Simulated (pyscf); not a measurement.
Optimised with ωB97X-D3(BJ)/def2-SVP in PySCF. Correlated levels are frozen-core, on RHF or UHF. ΔMP2 is the change of the MP2 total energy from the triple- to the quadruple-zeta basis.

### Question
What is the homolytic dissociation enthalpy (298 K, CCSD(T)/def2-TZVPP + ΔMP2(QZVPP)) of the B–S bond of `[OH][B]([OH])[SH]`, to [HO–B–OH]• + SH•?

### Answer
B–S to [HO–B–OH]• + SH•: 103.0 kcal/mol. The radicals are drawn with the spin at the cut bond; how far it spreads was not checked. Other isomers of [HO–B–OH]• were not searched in full and may lie lower. The CCSD(T) − MP2 part came from Ansatz, without density fitting, on the same reference. Left out: the spin-orbit lowering of SH.
